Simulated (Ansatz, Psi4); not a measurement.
## HOF (hypofluorous acid): the vertical energy of the triplet above the singlet from total energies

HOF has 3 atoms, charge 0, and is taken as a singlet. As SMILES, `OF`. The shape is that of a PBE0-D4/def2-TZVP optimisation.

```xyz
3

O     0.4306   -0.2103    0.2163
F    -0.2219    1.0146   -0.0110
H    -0.2087   -0.8043   -0.2054
```

Both states at this one shape; open shells run unrestricted unless said. 1 Eh = 27.2114 eV.

```
            level  program  singlet HOF (Eh)  triplet HOF (Eh)
 TPSS/aug-cc-pVTZ     Psi4       -175.629700       -175.495063
     BHLYP/STO-3G   Ansatz       -173.013098       -172.835410
BHLYP/aug-cc-pVTZ     Psi4       -175.527739       -175.392165
```

Task: Work out the vertical gap, second state less first, at each level.

Result: 
1. TPSS/aug-cc-pVTZ: -175.495063 − (-175.629700) = 0.134637 Eh = 3.66 eV.
2. BHLYP/STO-3G: -172.835410 − (-173.013098) = 0.177688 Eh = 4.84 eV.
3. BHLYP/aug-cc-pVTZ: -175.392165 − (-175.527739) = 0.135574 Eh = 3.69 eV.

No measured value is set beside it here; the levels span 3.66 to 4.84 eV. Minimal sets are far from the basis-set limit.
